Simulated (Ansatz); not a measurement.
Input file:

```yaml
crystal:
  periodic: [false, false, false]
  atoms:
    - {symbol: C, position_ang: [-2.127176, 0.000000, 0.000000]}
    - {symbol: H, position_ang: [-2.490382, 1.027301, 0.000000]}
    - {symbol: H, position_ang: [-2.490382, -0.513650, 0.889668]}
    - {symbol: H, position_ang: [-2.490382, -0.513650, -0.889669]}
    - {symbol: H, position_ang: [-0.833176, 0.000000, 0.000000]}
    - {symbol: S, position_ang: [1.057824, 0.000000, 0.000000]}
basis:
  gaussian: {orbitals: cc-pVDZ}
magnetization: {spin_polarized: true, initial_magnetization: 2}
correlation: {method: bccd_t, electrons: valence}
output: {forces: true}
```

```sh
$ ansatz run in.yaml --threads 1 --pin off --events-out ev --progress --plain --max-ram 2393MiB
```

The program prints:

```
498 factors; integrals over basis functions are off by at most 1.4e-3 eV
mean field evaluation 1: about -11907.9506 eV, gradient 1.3e1 eV
mean field evaluation 2: about -11907.9814 eV, gradient 1.3e1 eV
mean field evaluation 4: about -11909.2505 eV, gradient 1.9e0 eV
mean field evaluation 8: about -11909.2978 eV, gradient 1.4e-1 eV
mean field evaluation 16: about -11909.0419 eV, gradient 4.7e0 eV
mean field evaluation 32: about -11909.2984 eV, gradient 1.6e-5 eV
mean field evaluation 64: about -11907.9483 eV, gradient 9.2e0 eV
mean field evaluation 96: about -11908.8590 eV, gradient 6.3e-1 eV
mean field evaluation 128: about -11909.2952 eV, gradient 6.3e-1 eV
mean field evaluation 160: about -11908.8653 eV, gradient 4.8e-2 eV
...
cycle  18  -8.06820266 eV  change  -7.6e-10 eV  update   7.0e-9
cycle  19  -8.06820266 eV  change   -1.1e-9 eV  update   6.2e-9
cycle  20  -8.06820266 eV  change   -1.6e-9 eV  update   6.0e-9
cycle  21  -8.06820266 eV  change   -2.1e-9 eV  update   5.4e-9
cycle  22  -8.06820266 eV  change   -1.1e-9 eV  update   5.0e-9
cycle   1  -8.06820225 eV  update   8.2e-8
cycle   2  -8.06820219 eV  change    5.8e-8 eV  update   2.5e-8
cycle   3  -8.06820218 eV  change    1.2e-8 eV  update   6.9e-9
cycle   4  -8.06820218 eV  change    1.9e-9 eV  update   3.0e-9
cycle   5  -8.06820218 eV  change   8.3e-10 eV  update   1.4e-9
perturbative correction -0.17560863 eV, -0.0064534982 hartree
the calculation of the forces begins
Total energy: -11917.54216091 eV, -437.9615964132 hartree
Atom 0 at    -2.127176     0.000000     0.000000 Å, force     2.836149    -0.020573     0.000012 eV/Å
Atom 1 at    -2.490382     1.027301     0.000000 Å, force     0.065636     0.557323    -0.000006 eV/Å
Atom 2 at    -2.490382    -0.513650     0.889668 Å, force     0.067443    -0.269173     0.483535 eV/Å
Atom 3 at    -2.490382    -0.513650    -0.889669 Å, force     0.067441    -0.269169    -0.483540 eV/Å
Atom 4 at    -0.833176     0.000000     0.000000 Å, force    -3.719701     0.000016     0.000000 eV/Å
Atom 5 at     1.057824     0.000000     0.000000 Å, force     0.683033     0.001575    -0.000001 eV/Å
Dipole moment:    -0.151783    -0.000071     0.000000 e Å
```

Forces (eV/Å):
```
C    2.836 -0.021  0.000
H    0.066  0.557  0.000
H    0.067 -0.269  0.484
H    0.067 -0.269 -0.484
H   -3.720  0.000  0.000
S    0.683  0.002  0.000
```

Ran on 1 thread of Arm Neoverse V2, shared host: 16 s wall, 0.31 GiB peak host memory.
